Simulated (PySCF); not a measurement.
# Chlorine: a sound run and one with changed settings

Sound run: Cl [Ne] 3s2 3p5, Cl⁺ [Ne] 3s2 3p4. Calculation: PySCF 2.14, in cc-pV(D+d)Z (4s3p2d, 23 functions); no relativity, point nucleus. In the sound run the correlated levels freeze [Ne]. The sound run starts from symmetry-adapted Hartree-Fock orbitals and uses a fine grid where one is needed.

Changed run: a valence shell is frozen. This setting is unsound on purpose.

```json
{"species": "Cl", "method": "MP2", "sound run (hartree)": "-459.58400", "changed run (hartree)": "-459.54550", "converged": "yes"}
{"species": "Cl", "method": "CCSD(T)", "sound run (hartree)": "-459.60404", "changed run (hartree)": "-459.55764", "converged": "yes"}
{"species": "Cl⁺", "method": "MP2", "sound run (hartree)": "-459.12752", "changed run (hartree)": "-459.08136", "converged": "yes"}
{"species": "Cl⁺", "method": "CCSD(T)", "sound run (hartree)": "-459.15017", "changed run (hartree)": "-459.09220", "converged": "yes"}
```

Ionisation energy of Cl:

```json
{"method": "UHF", "sound run (eV)": "11.813", "changed run (eV)": "11.813"}
{"method": "MP2", "sound run (eV)": "12.421", "changed run (eV)": "12.630"}
{"method": "SCS-MP2", "sound run (eV)": "12.399", "changed run (eV)": "12.684"}
{"method": "CCSD", "sound run (eV)": "12.346", "changed run (eV)": "12.656"}
{"method": "CCSD(T)", "sound run (eV)": "12.350", "changed run (eV)": "12.665"}
```

Freezing a valence shell removes pair correlation that changes on ionisation.

For comparison, NIST gives 12.968 eV between the lowest levels.
